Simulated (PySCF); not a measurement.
Removing an electron from lithium chloride

Compound: lithium chloride, LiCl.
Bonds: Li1–Cl2.

Level: wB97X-D/aug-cc-pVTZ (PySCF). Frontier orbitals with their largest atomic shares (Löwdin; up to four atoms above 4 %):

```tsv
orbital	ε (eV)	main atoms
HOMO−3	-22.01	Cl2 78 %, Li1 22 %
HOMO−2	-9.69	Cl2 92 %, Li1 8 %
HOMO−1	-9.06	?
HOMO	-9.06	?
LUMO	-0.35	Li1 97 %
LUMO+1	0.49	Li1 100 %
LUMO+2	0.49	Li1 100 %
```

Problem. What vertical ionisation energy does ΔSCF give, and how far is −ε(HOMO) from it?

Solution. ΔSCF: 10.04 eV (969 kJ/mol; threshold wavelength 124 nm); ⟨S²⟩ of the doublet left behind is 0.753, against 0.75 for a pure doublet. −ε(HOMO) is 9.06 eV, 0.98 eV below it. For the exact functional −ε(HOMO) would equal the first vertical ionisation energy; wB97X-D (range-separated hybrid) falls short of its own ΔSCF value by 10 %.

Problem. On which atoms does the HOMO lie?

Solution. HOMO: Cl2 84 %, Li1 16 %; HOMO−1: Cl2 84 %, Li1 16 %. These 2 orbitals lie within 0.02 eV of one another; within a degenerate set any mixture serves as well, and the shares of a single orbital can change with the mixture. The HOMO−2 lies 0.63 eV lower.

Problem. And the vertical electron affinity, the fundamental gap, Mulliken's electronegativity and the hardness (with the factor ½)?

Solution. EA = 0.57 eV by ΔSCF (−ε(LUMO) = 0.35 eV). IE − EA = 9.47 eV against an orbital gap of 8.71 eV; (IE + EA)/2 = 5.30 eV; (IE − EA)/2 = 4.73 eV. Parr's electrophilicity index (IE + EA)²/[8(IE − EA)] is 1.49 eV.

Problem. With α = 26.8 au, estimate the like-pair dispersion coefficient by London's formula C6 = (3/4)α²I.

Solution. I = 0.3689 Eh, so C6 ≈ 198 au, a rough estimate.

Problem. How many of the 10 lowest singlet excitations (vertical TDDFT, same level) lie below the ionisation energy?

Solution. All 10; they run from 5.07 to 7.16 eV.

Isolated species at its PBE0-D3(BJ)/def2-TZVP geometry, gas phase.

Note: wB97X-D ran without an empirical dispersion term, which enters the total energy and its gradient alone.
